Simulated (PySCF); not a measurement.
Gas-phase reaction: 2 (CH₃)₂Si + 6 H + 2 O = 2 H₃SiOCH₃ + C₂H₆

Computed with PySCF (xtb for GFN2) and rigid-rotor harmonic-oscillator thermochemistry at 1 bar. † marks an energy on the PBE0/def2-TZVP geometry and frequencies; other levels use their own. CCSD(T) freezes the core. Open shells (unrestricted): H (multiplicity 2), O (multiplicity 3); the rest are closed-shell singlets. GFN2 has no spin-polarisation term. Spin-orbit splitting is ignored; it lowers the true energy and changes the entropy of O. B3LYP is the form with VWN-RPA correlation. (CH₃)₂Si: computed as isolated molecules; such fragments, hydroxides, amides, oligomers or adducts are transient or little studied in the gas. CCSD(T) isn't extrapolated to the basis-set limit.

```
level                ΔH°(298 K), kJ
-------------------  --------------
B3LYP/def2-TZVP†                  ?
CCSD(T)/def2-TZVPP†           -2624
GFN2-xTB                      -3898
HF/def2-TZVP†                     ?
PBE/def2-SVP                  -2646
PBE0/def2-QZVP†                   ?
r2SCAN/def2-TZVP†             -2666
ωB97M-V/def2-TZVP†                ?
```

Fill in the missing entries.


- B3LYP/def2-TZVP†, ΔH°(298 K), kJ: -2666
- HF/def2-TZVP†, ΔH°(298 K), kJ: -2000
- PBE0/def2-QZVP†, ΔH°(298 K), kJ: -2613
- ωB97M-V/def2-TZVP†, ΔH°(298 K), kJ: -2655
